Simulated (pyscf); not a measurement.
Cl–Si•(Cl)–Cl + H₂ → Cl–SiH(Cl)–Cl + H• (hydrogen abstraction; doublet surface; H–H broken, H–Si formed). Optimised with ωB97X-D3(BJ)/def2-SVP in PySCF. Energies in kJ/mol from the separated reactants.

| level | barrier | reaction energy |
|---|---|---|
| PBE/def2-TZVP | … | … |
| r²SCAN/def2-TZVP | 63.8 | +68.0 |
| B3LYP-D3(BJ)/def2-TZVP | 68.5 | +68.6 |
| PBE0-D3(BJ)/def2-TZVP | … | +54.1 |
| ωB97M-D3(BJ)/def2-TZVP | 67.9 | +47.3 |
| HF/def2-TZVP | 81.2 | +23.6 |

### Question
Complete the blanks.

### Answer

- PBE/def2-TZVP, barrier: 65.3
- PBE/def2-TZVP, reaction energy: +66.6
- PBE0-D3(BJ)/def2-TZVP, barrier: 61.4

At PBE, r²SCAN this geometry lies under the product side: in single points on another level's saddle the reverse barrier vanishes, and the forward threshold there is about the reaction energy. One saddle was located; it need not be the lowest between these sides. The angle at the transferred H is 180°.
